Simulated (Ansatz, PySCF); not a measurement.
hydrogen cyanide (CHN), SMILES C#N.

Coordinates come from a ωB97X-D3(BJ)/def2-TZVPD optimisation.

Two levels are set side by side: PBE/def2-TZVPD (Ansatz, a quantum-chemistry and plane-wave program) and EOM-CCSD/aug-cc-pVDZ (PySCF). PBE by ΔSCF, the other level by its IP root; same geometry, the bases differ. Differences are taken from unrounded values.

```
quantity                         EOM-CCSD
-------------------------------  --------
vertical ionisation energy (eV)     13.74
```

Task: What does PBE give, and how far is it from EOM-CCSD? (The exact figures need the calculation; the answer reports its results.)

Result: 
```json
[
 {"quantity": "vertical ionisation energy (eV)", "PBE": "13.77", "PBE minus EOM-CCSD": "0.03"}
]
```

On these quantities the two levels nearly agree.
